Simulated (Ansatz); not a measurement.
The input, for Ansatz 0.2.0:

```yaml
crystal:
  periodic: [false, false, false]
  atoms:
    - {symbol: Si, position_ang: [0.000000, 0.000000, 2.813141]}
    - {symbol: C, position_ang: [0.000000, 0.000000, -0.866859]}
    - {symbol: H, position_ang: [0.000000, 0.000000, -1.946282]}
basis:
  gaussian: {orbitals: 6-31G}
magnetization: {spin_polarized: false, initial_magnetization: 1}
correlation: {active_space: {window: {electrons: 3, orbitals: 3}}}
```

```sh
$ ansatz run in.yaml --threads 1 --pin off --events-out ev --progress --plain --max-ram 2393MiB
```

Roughly how long does this take on 1 thread of Intel Xeon Platinum 8488C, shared host, and how much host memory?

0.96 s wall and 0.19 GiB.

```
299 factors; integrals over basis functions are off by at most 3.1e-4 eV
mean field evaluation 1: about -8877.9563 eV, gradient 4.0e1 eV
mean field evaluation 2: about -8877.9566 eV, gradient 4.0e1 eV
mean field evaluation 4: about -8884.3385 eV, gradient 4.5e1 eV
mean field evaluation 8: about -8896.0796 eV, gradient 7.2e0 eV
mean field evaluation 16: about -8896.4459 eV, gradient 9.9e-7 eV
mean field evaluation 32: about -8898.8115 eV, gradient 1.1e-1 eV
mean field evaluation 64: about -8895.9990 eV, gradient 4.5e0 eV
mean field evaluation 96: about -8898.7726 eV, gradient 2.9e-4 eV
mean field evaluation 128: about -8895.5594 eV, gradient 1.7e0 eV
mean field evaluation 160: about -8898.8103 eV, gradient 7.4e-1 eV
mean field evaluation 192: about -8895.2451 eV, gradient 2.8e0 eV
mean field evaluation 224: about -8898.7726 eV, gradient 8.7e-6 eV
mean field evaluation 256: about -8898.7726 eV, gradient 2.6e-6 eV
mean field -8898.81166604 eV, -327.0252968957 hartree, gradient 3.2e-6 eV, S^2 0.750000; 19 other end points of the search recorded, 0 dependent functions left out
reference -8898.81166604 eV, -327.0252968957 hartree; 11, 10 occupied and 13, 14 virtual orbitals, 299 factors
state -8900.39906111 eV, -327.0836325885 hartree
Total energy: -8900.39906111 eV, -327.0836325885 hartree
```
